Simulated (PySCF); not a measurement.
Compound: C3H5FO2.
Z-matrix (Å and degrees, GFN2-xTB geometry), rows numbered from 1:
```
C 
C   1  1.5248
F   2  1.3736  1  109.98
C   2  1.5251  1  110.02  3  -121.97
O   4  1.2011  2  122.87  1   -68.46
O   4  1.3254  2  113.16  1   110.38
H   1  1.0875  2  109.77  3    58.39
H   1  1.0868  2  109.84  3   -61.26
H   1  1.0858  2  109.21  3   178.53
H   2  1.0982  1  110.99  3   117.94
H   6  0.9707  4  111.08  2  -179.51
```

The closed-shell ground state was solved at several levels (PySCF, density fitting, gas phase, non-relativistic).

```json
{"level": "CAM-B3LYP/def2-SVPD", "basis functions": "169", "total energy (Eh)": "-367.2522", "HOMO (eV)": "-9.95", "LUMO (eV)": "0.80", "gap (eV)": "10.75", "dipole (D)": "0.62"}
{"level": "B3LYP/pcJ-1", "basis functions": "212", "total energy (Eh)": "-367.6455", "HOMO (eV)": "-8.00", "LUMO (eV)": "-0.32", "gap (eV)": "7.68", "dipole (D)": "0.55"}
```

Problem. What might PBE0/pcSseg-1 (127 basis functions) give for the same quantities?

Solution. Total energy -367.2080 Eh, HOMO -8.28 eV, LUMO -0.04 eV, gap 8.24 eV, dipole 0.57 D.

Problem. Over all these levels, which gives the widest orbital gap and which the narrowest?

Solution. CAM-B3LYP/def2-SVPD (range-separated hybrid) has the widest, 10.75 eV, and B3LYP/pcJ-1 (global hybrid, 20 % exact exchange) the narrowest, 7.68 eV. Functional and basis both differ between the two, so the spread mixes both effects.

Problem. How far do the dipole and the HOMO energy spread over the levels?

Solution. The dipole runs from 0.55 to 0.62 D (mean 0.58 D) and the HOMO from -9.95 to -8.00 eV.

One conformer stands for the species.
